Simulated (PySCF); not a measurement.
An EPR job on `F[C]F` [triplet].

Computed with UKS B3LYP, pcH-1 on C F, non-relativistic, mean-field spin-orbit, GIAO (PySCF 2.14.0). Geometry: GFN2-xTB. The input is one job of a driver script: a line of settings, then coordinates in Å.

Input:
```
{"job": {"kind": "epr", "basis": "pcH-1"}, "charge": 0, "multiplicity": 3}
F     -1.127771    -0.233085    -0.003112
C      0.001166     0.450269    -0.010431
F      1.138086    -0.219722     0.000990
```

Q: What does the run print?

A: 
```
UKS, coarse grid
  cycle   1  E = -237.56272213  |g| = 4.23e-01
  cycle   2  E = -237.45700867  |g| = 7.33e-01
  cycle   3  E = -237.62499013  |g| = 5.04e-02
  cycle   4  E = -237.62574500  |g| = 1.50e-02
  cycle   5  E = -237.62585852  |g| = 2.23e-03
  cycle   6  E = -237.62586304  |g| = 8.56e-04
UKS, final grid
  cycle   1  E = -237.62599587  |g| = 8.68e-04
  cycle   2  E = -237.62599553  |g| = 1.48e-03
  cycle   3  E = -237.62599618  |g| = 8.42e-05
  cycle   4  E = -237.62599619  |g| = 3.85e-05
  cycle   5  E = -237.62599619  |g| = 5.99e-06
internal stability: stable
E = -237.62599619 Eh   <S^2> = 2.0032 (exact 2.0000)
g shifts (ppm)      1          2          3
  rmc          -253       -253       -253
  gc             59         13         32
  oz_so          28        931       1274
  total        -166        691       1052
hyperfine (MHz)  atom isotope    a_iso     a_fc   dipolar eigenvalues
    0   19F     273.10     273.10   -254.42    112.03    142.39
    1   13C     644.10     644.10    -75.14     -4.36     79.50
    2   19F     273.10     273.10   -254.42    112.01    142.41
zero-field splitting (cm-1)  D = -0.4053  E = -0.0194  (spin-spin 0.6966, spin-orbit -0.4649)
```

rmc, gc and oz_so are the mass-correction, gauge-correction and orbital-Zeeman/spin–orbit parts of the g shift along its three principal axes; a_iso is the isotropic hyperfine coupling and a_fc its Fermi-contact part. Atoms in this output count from 0.

Q: How far is ⟨S²⟩ from the pure-spin value?

A: S = 1 gives S(S+1) = 2.00; the run has 2.0032, 0.0032 more.

Q: Get g_iso from the total shifts.

A: Their mean is 526 ppm; added to g_e = 2.002319 it gives 2.00284.

Summary of the converged run: ⟨S²⟩ 2.003; g_iso 2.0028.

Geometry: GFN2-xTB; no solvent, vibrations or thermal averaging. This triplet need not be the ground state; the singlet was not compared here.

Q: How long does this job take on x86-64 server, one thread, no GPU, shared host?

A: About 6.1 s.
Labels such as C1 count atoms from 1, the log's own numbers from 0.
